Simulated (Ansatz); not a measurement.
bcc Rb was calculated with BLYP (Ansatz, an electronic-structure program, PAW).

Input file:

Ansatz 0.2 input:
```yaml
crystal:
  lattice:
    - [-2.8495, 2.8495, 2.8495]
    - [2.8495, -2.8495, 2.8495]
    - [2.8495, 2.8495, -2.8495]
  atoms:
    - { symbol: Rb, position: [0.0, 0.0, 0.0] }
basis:
  ecutwfc: 520
  ecutrho_ratio: 4
  xc_grid: 2
kpoints:
  mp_grid: { grid: [14, 14, 14] }
hamiltonian:
  xc: blyp
  dispersion: none
  pseudopotentials: { kind: paw }
scf:
  occupations: { method: fermi_dirac, width: 0.05 }
  convergence: { dr2_threshold: 0.0000000001 }
output:
  forces: false
  stress: true
  eigenvalues: true
```

From the output:

```
Crystal: 1 atoms, lattice volume = 92.548 Å³
Basis set: ecut = 520 eV, 2491 PW (Γ), exchange–correlation on 80×80×80 points (8 copies of the dense FFT grid, shifted against one another)
Bands: 9, of which v1, the nominal top of the filled ones, is band 5 counted from 1 (4 counted from 0)
Symmetry: 48 space group operations
Space group: Im-3m (ITA 229), of the structure as read, at distance tolerance 4.5e-5 Å
k-points: 104 of 2744
Functional: x = b88, c = lyp
SCF iter   1: F=—  HF=-3279.643186 eV  |F-HF|=—  |Δ(HF+E_count)|=         —  Δρ=2.03e-3  dr2=1.77e-3
SCF iter   2: F=—  HF=-3279.644779 eV  |F-HF|=—  |Δ(HF+E_count)|=   1.59e-3  Δρ=1.11e-3  dr2=7.43e-4
  ...
SCF iter   8: F=—  HF=-3279.646494 eV  |F-HF|=—  |Δ(HF+E_count)|=   4.42e-8  Δρ=3.54e-7  dr2=1.94e-10
SCF iter   9: F=-3279.646494 eV  HF=-3279.646494 eV  |F-HF|=1.35e-10  |Δ(HF+E_count)|=   1.43e-9  Δρ=7.50e-8  dr2=6.09e-12
SCF 1 converged in 9 iterations: F = -3279.646494 eV  dr2 = 6.09e-12
SCF converged after 9 iterations
Free energy (F): -3279.646494 eV
Internal energy: -3279.638499 eV  (E = F + TS)
E sigma→0 (E₀):  -3279.642497 eV
Fermi energy:    2.290611 eV
--- Stress (GPa, compression-positive) ---
        0.067442       0.000000       0.000000
        0.000000       0.067442       0.000000
        0.000000       0.000000       0.067442
  P = ⅓ Tr σ = 0.0674 GPa (0.674 kbar)
```

The PAW data were made under PBE.

Note: cell and atoms aren't relaxed at this level.
